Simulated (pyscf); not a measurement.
Hydrogen shift: •HC=N–CH₃ → •H₂C–N=CH₂

Gas phase, doublet surface, charge 0. Bonds broken: C4–H5. Bonds formed: C1–H5. Structures and frequencies: ωB97X-D3(BJ)/def2-SVP in PySCF. MP2 and CC: frozen core, UHF for open shells. ΔMP2 is the change of the MP2 total energy from the triple- to the quadruple-zeta basis.

Transition state (Å):

```xyz
7

C      1.4041    -0.2375     0.1989
N      0.8611     0.8946     0.0679
H      2.2634    -0.6606    -0.3577
C     -0.1309     0.6457     1.1220
H      0.5244    -0.6083     1.2175
H      0.0037     1.2450     2.0334
H     -1.1652     0.5375     0.7662
```

One imaginary mode, 2241i cm⁻¹; descent along it reached the two sides named.

```csv
bond,change,reactant side (Å),saddle,product side
C4–H5,breaks,1.103,1.418,2.565
C1–H5,forms,2.6,1.396,1.105
```

Electronic energies relative to the reactant's lowest minimum found (kcal/mol):

| level | barrier | reaction energy | reverse barrier |
|---|---|---|---|
| ωB97X-D3(BJ)/def2-TZVP | 51.8 | -8.3 | 60.1 |
| PBE/def2-TZVP | 48.2 | -7.9 | 56.1 |
| r²SCAN/def2-TZVP | 49.7 | -10.8 | 60.5 |
| B3LYP-D3(BJ)/def2-TZVP | 52.7 | -8.8 | 61.5 |
| PBE0-D3(BJ)/def2-TZVP | 49.9 | -9.6 | 59.5 |
| M06-2X/def2-TZVP | 51.9 | -7.9 | 59.8 |
| ωB97M-D3(BJ)/def2-TZVP | 51.6 | -8.4 | 60.0 |
| HF/def2-TZVP | 57.2 | -16.8 | 74.0 |
| MP2/def2-QZVPP | 58.0 | -2.9 | 61.0 |
| CCSD/def2-TZVPP | 52.7 | -8.4 | 61.1 |
| CCSD(T)/def2-TZVPP | 51.5 | -7.3 | 58.9 |
| CCSD(T)/def2-TZVPP + ΔMP2(QZVPP) | 51.7 | -7.2 | 58.9 |

With CCSD(T)/def2-TZVPP + ΔMP2(QZVPP) energies and thermal terms (ideal gas, 1 atm, RRHO with modes under 100 cm⁻¹ raised to 100, one conformer, R ln 2 for chiral ones without a mode under 150 cm⁻¹), in kcal/mol:

| T (K) | ΔH‡ | ΔG‡ | ΔH | ΔG |
|---|---|---|---|---|
| 298 | 47.9 | 48.7 | -8.3 | -7.4 |
| 600 | 47.6 | 49.6 | -8.1 | -6.6 |
| 900 | 47.5 | 50.6 | -7.9 | -5.9 |
| 1200 | 47.3 | 51.7 | -7.7 | -5.3 |

The same reactants have a lower exit, to HC≡N + CH₃• (no saddle counted: cutting one bond, which may have a small barrier of its own, costs +7.4 kcal/mol at ωB97M-D3(BJ)/def2-TZVP, against +51.6 kcal/mol here). This is the saddle that the search found; another between the same sides may lie lower. The CCSD(T) − MP2 part came from Ansatz, without density fitting, on the same reference. A UHF reference is spin-contaminated (<S²> up to 1.00), which harms MP2 most.
